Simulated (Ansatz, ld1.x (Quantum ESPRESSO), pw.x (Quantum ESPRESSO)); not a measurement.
## From atom to crystal: ultrasoft potential for Zr (Z = 40)

| Property | Result |
| --- | --- |
| Element | zirconium |
| Generator | ld1.x (Quantum ESPRESSO) 7.5 |
| Type | ultrasoft |
| Functional | LDA (PW92) |
| Relativity | scalar-relativistic |
| Frozen core | [Ar] 3d10 |
| Valence charge | 12 |
| Reference configuration | 4s2 4p6 4d2 5s2 5p0 |
| Partial waves | 4s (bound): rcut 1.80, rcutus 2.10 bohr; 5s (bound): rcut 1.80, rcutus 2.10 bohr; 4p (bound): rcut 2.30, rcutus 2.80 bohr; 5p (bound, empty): rcut 2.30, rcutus 2.80 bohr; 4d (bound): rcut 1.80, rcutus 2.40 bohr; 4d channel at 1.5 Ry: rcut 1.80, rcutus 2.40 bohr |
| Local potential | all-electron potential smoothed inside 2.05 bohr (lloc = -1) |
| Core correction | none |
| Augmentation charge | PSQ, radius 1.90 bohr |

Atomic tests: cutoffs needed: 18 Ry and 30 Ry (the cutoffs (Ry, on a coarse ladder) from which the occupation-weighted sum of valence levels, in a spherical-Bessel basis at the reference potential, stays within 10 and 1 mRy of its value at 400 Ry); ghost test: no extra level below or beside the all-electron valence levels (s, p, d, f tested) (spherical-Bessel basis up to 400 Ry, 20 bohr box); largest excitation error: +45 meV (all-electron minus pseudo) for 4s2 4p5 4d2 5s2 5p0, out of 7 test configurations.

Crystal test: diamond Zr in pw.x 7.5, no spin, 8³ k-points, Fermi–Dirac smearing 0.01 Ry, cutoffs 40/320 Ry. The reference is all-electron LAPW (Ansatz 0.2.0) with the same functional, mesh and smearing; V0 and B0 come from Birch–Murnaghan fits to the pressures at five volumes. Errors are pseudo minus all-electron; Δ is the rms difference of the E(V) curves that follow from these fits, minima aligned, over ±6 % about the mean V0. Mesh and smearing are coarse, so the numbers serve the comparison and aren't converged zero-temperature values; the lattice is a test structure that the element need not adopt.

All-electron: a0 = 6.063 Å (V0 = 27.86 Å³/atom), B0 = 39.1 GPa.

How far does the potential miss the all-electron equation of state?

mean pressure error (GPa): -0.55; a0 (Å): 6.034; a0 error (%): -0.47; B0 error (%): -2.3; Δ (meV/atom): 3.4. The largest radius (2.80 bohr) exceeds half the bond length (2.48 bohr), so the spheres overlap, which is one possible source of error among others.

```csv
V (Å³/atom),P all-electron (GPa),P pseudo (GPa)
26.466,2.16,1.48
27.163,1.01,0.42
27.859,-0.00,-0.54
28.555,-0.93,-1.42
29.252,-1.79,-2.24
```

At the middle volume, how do free energy and pressure move when the wave cutoff is lowered (ecutrho held at 320 Ry)?

```
cutoff (Ry)  shift of F (meV/atom)  shift of P (GPa)
         18                 +104.9             -1.55
         24                  +18.3             -0.29
         32                   +6.2             +0.13
```

Input at the middle volume:

```
&control
  calculation='scf', prefix='x', pseudo_dir='./', outdir='./tmp', tstress=.true., disk_io='none'
/
&system
  ibrav=0, nat=2, ntyp=1, ecutwfc=40, ecutrho=320, nbnd=21,
  occupations='smearing', smearing='fd', degauss=0.01
/
&electrons
  conv_thr=1e-09, mixing_beta=0.4, electron_maxstep=70
/
ATOMIC_SPECIES
Zr 1.0 Zr.UPF
CELL_PARAMETERS angstrom
  0.00000000 3.03148326 3.03148326
  3.03148326 0.00000000 3.03148326
  3.03148326 3.03148326 0.00000000
ATOMIC_POSITIONS crystal
Zr 0.0000 0.0000 0.0000
Zr 0.2500 0.2500 0.2500
K_POINTS automatic
8 8 8 0 0 0
```

```bash
pw.x < Zr.scf.in > Zr.scf.out
```

Lines of the output:

```
Message from routine setup:
     using ibrav=0 with symmetry is DISCOURAGED, use correct ibrav instead
     lattice parameter (alat)  =       8.1016  a.u.
     unit-cell volume          =     376.0037 (a.u.)^3
     number of electrons       =        24.00
     number of Kohn-Sham states=           21
     kinetic-energy cutoff     =      40.0000  Ry
     charge density cutoff     =     320.0000  Ry
     scf convergence threshold =      1.0E-09
     Exchange-correlation= PW
     number of k points=    29  Fermi-Dirac smearing, width (Ry)=  0.0100
     iteration #  1     ecut=    40.00 Ry     beta= 0.40
     total energy              =    -190.15870007 Ry
     estimated scf accuracy    <       0.05768698 Ry
     iteration #  2     ecut=    40.00 Ry     beta= 0.40
     total energy              =    -190.15757686 Ry
     estimated scf accuracy    <       0.00933738 Ry
     iteration #  3     ecut=    40.00 Ry     beta= 0.40
     total energy              =    -190.15952343 Ry
     estimated scf accuracy    <       0.00008916 Ry
     iteration #  4     ecut=    40.00 Ry     beta= 0.40
     c_bands:  1 eigenvalues not converged
     c_bands:  1 eigenvalues not converged
     total energy              =    -190.15985792 Ry
     estimated scf accuracy    <       0.00007157 Ry
     iteration #  5     ecut=    40.00 Ry     beta= 0.40
     total energy              =    -190.15983367 Ry
     estimated scf accuracy    <       0.00011340 Ry
     iteration #  6     ecut=    40.00 Ry     beta= 0.40
     total energy              =    -190.15986083 Ry
     estimated scf accuracy    <       0.00001265 Ry
     iteration #  7     ecut=    40.00 Ry     beta= 0.40
     total energy              =    -190.15986160 Ry
     estimated scf accuracy    <       0.00000077 Ry
     iteration #  8     ecut=    40.00 Ry     beta= 0.40
     total energy              =    -190.15986199 Ry
     estimated scf accuracy    <       0.00000003 Ry
     iteration #  9     ecut=    40.00 Ry     beta= 0.40
     total energy              =    -190.15986199 Ry
     estimated scf accuracy    <       0.00000006 Ry
     iteration # 10     ecut=    40.00 Ry     beta= 0.40
     total energy              =    -190.15986198 Ry
     estimated scf accuracy    <       0.00000001 Ry
     iteration # 11     ecut=    40.00 Ry     beta= 0.40
     the Fermi energy is    10.4178 ev
!    total energy              =    -190.15986199 Ry
     estimated scf accuracy    <          1.5E-11 Ry
     smearing contrib. (-TS)   =      -0.01838734 Ry
     The total energy is F=E-TS. E is the sum of the following terms:
     one-electron contribution =     -73.04006237 Ry
     hartree contribution      =      41.79572371 Ry
     xc contribution           =     -23.49075075 Ry
     ewald contribution        =    -135.40638523 Ry
     convergence has been achieved in  11 iterations
          total   stress  (Ry/bohr**3)                   (kbar)     P=       -5.37
     Message from routine punch:
     Nothing written, as per user request (disk_io='none')
```

The run at the middle volume (29 k-points, 11 iterations) took about 31 s on one core of a shared host (Neoverse-V1, 32 threads, 247 GiB, load 11).
